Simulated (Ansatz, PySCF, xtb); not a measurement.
Bonds broken one at a time in the series B OH-SiH3. All species are isolated molecules in the gas phase. One relaxed conformer stands for each flexible species; it need not be the lowest. Strings in code marks are SMILES.

Quantity: homolytic bond dissociation enthalpy at 298 K (no spin–orbit term), in eV. Thermal and zero-point terms are GFN2-xTB rigid-rotor harmonic values (xtb).

Level 1: PBE0-D4/def2-TZVP (PySCF)
Level 2: B3LYP/6-31G* // PBE0-D4/def2-TZVP (PySCF)
Level 3: frozen-core MP2/6-31G* // PBE0-D4/def2-TZVP (PySCF)
Level 4: HF/cc-pVTZ // PBE0-D4/def2-TZVP (Ansatz, a first-principles code)

```json
[
 {"species": "B–Si bond of `OB([SiH3])[SiH3]` (H–O–B–Si torsion 0°), giving `O[B][SiH3]` (H–O–B–Si torsion 180°) and `[SiH3]`", "level 1": "3.35", "level 2": "3.29", "level 3": "3.32", "level 4": "2.38"},
 {"species": "O–B bond of `OB(O)[SiH3]` (H–O–B–Si torsion -178°, Si–B–O–H torsion 178°), giving `O[B][SiH3]` (H–O–B–Si torsion 180°) and `[OH]`", "level 1": "5.99", "level 2": "6.03", "level 3": "6.24", "level 4": "4.63"}
]
```
